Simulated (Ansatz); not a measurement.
in.yaml

```yaml
crystal:
  periodic: [false, false, false]
  atoms:
    - {symbol: Si, position_ang: [0.000000, 0.000000, 0.153800]}
    - {symbol: P, position_ang: [0.000000, 0.000000, -1.790600]}
    - {symbol: H, position_ang: [0.000000, 0.000000, 1.636800]}
basis:
  gaussian: {orbitals: cc-pVDZ}
magnetization: {spin_polarized: true, initial_magnetization: 0}
correlation: {method: ccsdt_q, electrons: outside_noble_gas}
```

```sh
$ ansatz run in.yaml --threads 1 --pin off --events-out ev --progress --plain --max-ram 2560MiB --backend cpu
```

The program prints:

```
746 factors; integrals over basis functions are off by at most 1.5e-7 eV
mean field evaluation 1: about -17146.5545 eV, gradient 1.1e1 eV
mean field evaluation 2: about -17146.5586 eV, gradient 1.1e1 eV
mean field evaluation 4: about -17147.7605 eV, gradient 1.3e0 eV
mean field evaluation 8: about -17147.7915 eV, gradient 3.0e-3 eV
mean field evaluation 16: about -17147.9507 eV, gradient 8.7e-3 eV
mean field evaluation 32: about -17147.9506 eV, gradient 1.2e-6 eV
mean field evaluation 64: about -17147.0745 eV, gradient 5.8e0 eV
mean field evaluation 96: about -17140.4054 eV, gradient 1.3e1 eV
mean field evaluation 128: about -17145.2419 eV, gradient 7.7e-4 eV
mean field evaluation 160: about -17143.8762 eV, gradient 7.8e0 eV
...
cycle  10  -6.60688151 eV  change    1.2e-3 eV  update   3.2e-4
cycle  11  -6.60726240 eV  change   -3.8e-4 eV  update   1.7e-4
cycle  12  -6.60727549 eV  change   -1.3e-5 eV  update   7.8e-5
cycle  13  -6.60729206 eV  change   -1.7e-5 eV  update   4.7e-5
cycle  14  -6.60729892 eV  change   -6.9e-6 eV  update   2.1e-5
cycle  15  -6.60732053 eV  change   -2.2e-5 eV  update   1.0e-5
cycle  16  -6.60732681 eV  change   -6.3e-6 eV  update   5.0e-6
cycle  17  -6.60733350 eV  change   -6.7e-6 eV  update   2.7e-6
cycle  18  -6.60733523 eV  change   -1.7e-6 eV  update   9.6e-7
cycle  19  -6.60733602 eV  change   -7.9e-7 eV  update   4.7e-7
perturbative correction -0.04716743 eV, -0.0017333709 hartree
Total energy: -17154.60512570 eV, -630.4201105604 hartree
```

For the same geometry and basis RCCSDTQ lies 8.3 meV higher.

Ran on 1 thread of AMD EPYC 7R13, shared host: 11 s wall, 0.21 GiB peak host memory.
